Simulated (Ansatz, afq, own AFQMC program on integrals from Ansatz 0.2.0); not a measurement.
**Where AFQMC and coupled cluster stand for CO, singlet**

```xyz
2

O     2.2900   -1.7580   -0.5110
C     1.4113   -1.0839   -0.2964
```

Basis def2-SVP. Noble-gas cores (and the filled d shells of Ga–Kr and In–Xe) are frozen. Ansatz 0.2.0 and our own AFQMC program on the same integrals; the CISD trial comes from CCSD amplitudes, and released means the phaseless constraint is let go. Free AFQMC starts from the CCSD state and is never constrained. Its projection time is finite, and what remains of the start isn't in its error. Error bars are statistical, one sigma.

Determinant: RHF, the one that the program's search chose, which needn't be the lowest solution. The geometry is a PBE0/def2-SVP stationary point of this or a neighbouring charge and spin state.

No full CI on the walks' own integrals is used here; CCSDTQ serves as the reference and is uncertain by about the last step of the cluster series.

The T1 diagnostic is 0.0198 and the weight of the determinant in the CISD state is 0.901. The size of the correlated space is 10 electrons in 26 orbitals.

```json
{"level": "MP2", "correlation energy (eV)": "-7.8105"}
{"level": "CCSD", "correlation energy (eV)": "-7.9962"}
{"level": "CCSD(T)", "correlation energy (eV)": "-8.2914"}
```

(1) Estimate where phaseless AFQMC with the Hartree–Fock trial lies against CCSD(T) on the same integrals.

(1) 3.16 ± 0.41 kcal/mol below CCSD(T).

Reference: CCSDTQ, correlation energy -8.330 eV. The released energy is read at 1.50 1/Eh (meV from the phaseless value at times in 1/Eh: 2 ± 3 at 0.24, -1.4 ± 1.9 at 0.50, -4.9 ± 2.2 at 1.00, -3.0 ± 2.3 at 1.50).

```csv
level,E − E(reference) (kcal/mol),share of correlation (%)
CCSD(T),0.90,99.53
CCSDT,0.59,99.70
CCSDT(Q),-0.09,100.05
ph-AFQMC/HF,-2.25 ± 0.41,101.17
ph-AFQMC/CISD,0.03 ± 0.07,99.98
released AFQMC,-0.04 ± 0.05,100.02
free AFQMC,-0.02 ± 0.14,100.01
```

CCSDT and higher add their correlation energy to the determinant of the CCSD(T) run, since their own runs factorise the integrals more tightly (a shift of under 2 meV). Free projections are given only where their last times agree within the noise and don't stop above the reference; a slow remainder of the start can still hide under it. A walk keeps the symmetry of its determinant, which the program's search chose and which needn't be the lowest solution, so a lower state of the same spin and another symmetry isn't excluded. Released energies are given only where the last usable release times agree within the noise; a slower fall can still hide under it.
